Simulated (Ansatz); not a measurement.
Harmonic frequencies (cm⁻¹) at PBE0-D4/def2-TZVP from Ansatz: 381, 382, 539, 541, 550, 863, 900, 1299, 1538.

(1) Which molecule is it?
A. `FS(F)(F)F`
B. `O=S(=O)(F)F`
C. P₄
D. `OO`

## Answers

(1) B.
